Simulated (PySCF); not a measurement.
# Substituent effects on chemical shifts

Parent skeleton `[CH:1]#[CH:2]`; one hydrogen on atom 1 is replaced by X. Hydrogens on one atom are averaged.

[PySCF: shielding tensors at PBE0/pcSseg-1 (GIAO); structure optimised with GFN2-xTB; a single conformation; no relativistic terms; no solvent model; rapidly exchanging positions averaged]

References, each an isolated molecule treated in the same way: 13C (σref 186.93) and 1H (σref 31.72) against TMS.

Parent (X = H): C1 76.4, C2 76.4, H(C2) 1.03 ppm. Effects are Δδ = δ(X) − δ(H), positive for deshielding.

Known members:
```json
{"X": "propynyl", "C1": "-1.9", "C2": "-6.6", "H(C2)": "+0.04"}
{"X": "CCl3", "C1": "+7.4", "C2": "+16.4", "H(C2)": "+2.35"}
{"X": "CONH2", "C1": "+4.6", "C2": "+3.8", "H(C2)": "+1.10"}
{"X": "vinyl", "C1": "+10.7", "C2": "+12.8", "H(C2)": "+1.69"}
{"X": "CF3", "C1": "-1.0", "C2": "+7.8", "H(C2)": "+1.26"}
```

Four more derivatives gave (Δδ, ppm):
```json
{"compound": "1", "C1": "+1.8", "C2": "+4.2", "H(C2)": "+0.60"}
{"compound": "2", "C1": "-0.1", "C2": "+13.2", "H(C2)": "+1.44"}
{"compound": "3", "C1": "+12.1", "C2": "+10.3", "H(C2)": "+1.76"}
{"compound": "4", "C1": "+19.1", "C2": "-23.0", "H(C2)": "-0.38"}
```

Q: Their substituents are 2-pyridyl, C2F5, CH2CF3, COO-. Which is which?

A: 1: X = CH2CF3 (C#CCC(F)(F)F); 2: X = C2F5 (C#CC(F)(F)C(F)(F)F); 3: X = 2-pyridyl (C#Cc1ccccn1); 4: X = COO- (C#CC(=O)[O-]).
